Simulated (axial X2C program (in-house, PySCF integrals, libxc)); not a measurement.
**Working with the constants of NaF⁺**

A bond curve at the PBE0 level, two-component, was computed with an in-house all-electron X2C program for linear molecules (integrals from PySCF) (basis Na dyall-cv3z [9s8p5d2f], F dyall-av3z [7s6p3d2f] (cores contracted in-house)) for the state Ω = 3/2 (⟨Sz⟩ = 0.50, ⟨Lz⟩ = 1.00 at PBE0). Its fit gives Re = 2.4521 Å, ωe = 153.2 cm⁻¹, ωexe = 4.95 cm⁻¹ and αe = 1.029e-02 cm⁻¹; the masses are 22.9898 and 18.9984 u. Two-component means X2C with spin–orbit coupling and atomic mean-field Coulomb and Gaunt terms.

Find the reduced mass, Be and the force constant.

From the PBE0 values: μ = 10.4022 u. Be = 16.8576/(μ Re²) = 0.2695 cm⁻¹. k = 5.8918×10⁻⁷ μ ωe² = 0.144 mdyn/Å.

Estimate the centrifugal constant by the Kratzer relation.

D = 4Be³/ωe² = 3.34e-06 cm⁻¹.

A Morse curve ties αe to the other constants (Pekeris). How well does that hold?

αe(Morse) = 6Be²/ωe × (√(ωexe/Be) − 1) = 9.347e-03 cm⁻¹; the PBE0 curve gives 1.029e-02 cm⁻¹, a ratio of 0.91.

The state is one determinant whose occupation by symmetry is held fixed; it was picked as the lowest of a PBE0 search that is not exhaustive. Density functionals use the spin component along the axis (collinear). Other states lie close and PBE0, whose exact exchange favours high spin, may order them wrongly; the determinant shown need not be the ground state. The nearest other 2c determinant of the search, Ω = 1/2, lies 0.03 eV up at the distance of the search. The functionals have no current-density term, which raises determinants with orbital currents, atoms included.
